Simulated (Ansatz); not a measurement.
Input file:

```yaml
crystal:
  periodic: [false, false, false]
  atoms:
    - {symbol: Ti, position_ang: [0.000000, 0.000000, 0.000000]}
    - {symbol: N, position_ang: [0.000000, 0.000000, 1.864000]}
basis:
  gaussian: {orbitals: def2-SVP}
total_charge: 1
magnetization: {spin_polarized: true, initial_magnetization: 0}
hamiltonian: {xc: {name: PBE}}
output: {orbitals: {seedname: orbitals}}
```

```sh
$ ansatz run in.yaml --threads 1 --pin off --events-out ev --progress --plain --max-ram 2393MiB
```

The program prints:

```
552 factors; their error is unknown
mean field evaluation 1: about -24516.3289 eV, gradient 1.1e2 eV
mean field evaluation 2: about -24159.1398 eV, gradient 1.6e2 eV
mean field evaluation 4: about -24560.8232 eV, gradient 7.6e1 eV
mean field evaluation 8: about -24560.8234 eV, gradient 7.6e1 eV
mean field evaluation 16: about -24582.2632 eV, gradient 1.4e-5 eV
mean field evaluation 32: about -24581.5703 eV, gradient 7.7e-5 eV
mean field evaluation 64: about -24581.5507 eV, gradient 2.7e0 eV
mean field evaluation 96: about -24581.7102 eV, gradient 5.5e-2 eV
mean field evaluation 128: about -24582.2806 eV, gradient 5.8e-2 eV
mean field evaluation 160: about -24568.8698 eV, gradient 2.2e1 eV
mean field evaluation 192: about -24572.5096 eV, gradient 5.5e0 eV
mean field -24582.26322606 eV, -903.3815111014 hartree, gradient 1.6e-6 eV, S^2 0.000000; 10 other end points of the search recorded, 0 dependent functions left out
reference -24582.26333186 eV, -903.3815149895 hartree; 14, 14 occupied and 31, 31 virtual orbitals, 552 factors
Total energy: -24582.26333186 eV, -903.3815149895 hartree
```

Ran on 1 thread of Arm Neoverse V1, shared host: 20 s wall, 0.11 GiB peak host memory.
